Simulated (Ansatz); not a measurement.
# AlH2F (triplet): from Hartree-Fock to the top rungs, cc-pVDZ

The task here is to estimate one member of a computed series from the others.

Method: cc-pVDZ, core rule «outside noble gas», up to 6 orbitals frozen; program: Ansatz 0.2.0, Gaussian basis.

Plan: UHF; CCSD(T) on ROHF; CCSD(T) on UHF; BCCD(T) on ROHF; CISD as a restricted active space (open shells left free, so some higher excitations enter); CCSDT(Q) on ROHF; CCSDT(Q) on UHF.

44 further runs of the same task are left out: 16 for a known fault of the program, 11 that didn't finish, 17 set aside as unsound or not needed. Runs told in other sessions of the task aren't counted.

**The geometry**

The geometry is a PBE0/def2-TZVP stationary point (not a proven minimum).

4 atoms, charge 0, spin multiplicity 3.

Atoms are counted from 1 here; the program's logs count them from 0.

Bond lengths: Al1–F2 1.669 Å, Al1–H3 1.928 Å, Al1–H4 1.928 Å. Angles: F2–Al1–H3 80.3°, F2–Al1–H4 80.3°, H3–Al1–H4 160.7°.

The first run:

The input, in.yaml:

```yaml
crystal:
  periodic: [false, false, false]
  atoms:
    - {symbol: Al, position_ang: [0.000000, 0.000000, 0.674065]}
    - {symbol: F, position_ang: [0.000000, 0.000000, -0.994493]}
    - {symbol: H, position_ang: [0.000000, -1.900804, 0.350451]}
    - {symbol: H, position_ang: [0.000000, 1.900804, 0.350450]}
basis:
  gaussian: {orbitals: cc-pVDZ}
magnetization: {spin_polarized: true, initial_magnetization: 2}
hamiltonian: {xc: hf}
output: {orbitals: {seedname: orbitals}}
```

Command:

```
$ ansatz run in.yaml --threads 1 --pin off --events-out ev --progress --plain --max-ram 2393MiB
```

Among the steps run: UHF; CCSD(T) on ROHF; CCSD(T) on UHF; BCCD(T) on ROHF; CISD as a restricted active space (open shells left free, so some higher excitations enter); CCSDT(Q) on ROHF; CCSDT(Q) on UHF.

One table of the session follows, with a row left open; its other results are not shown here.

```
   method  from UCCSDT(Q) (kcal/mol)
     ROHF                    +176.31
      UHF                    +171.72
     RMP2                     +17.92
     UMP2                     +16.84
     CISD                          ?
    RCCSD                      +4.57
    UCCSD                      +4.51
 RCCSD(T)                      +0.95
 UCCSD(T)                      +0.92
  BCCD(T)                      +0.83
   RCCSDT                      +0.42
   UCCSDT                      +0.41
RCCSDT(Q)                      +0.09
UCCSDT(Q)                          0
```

Estimate the missing values for CISD.

The run gave: from UCCSDT(Q) (kcal/mol): +18.68. In the column «from UCCSDT(Q) (kcal/mol)» it lies between RMP2 (+17.92) and UHF (+171.72).

With the free atoms at the same levels and basis (separate runs), the atomisation energy is 6.140 eV at UCCSDT(Q), 6.115 eV at RCCSD(T), 6.115 eV at UCCSD(T), 4.138 eV at ROHF.

To keep in mind: Restricted and unrestricted rows rest on different reference determinants; a gap between their highest levels can come from leftover correlation error, from unlike frozen cores or from another state.
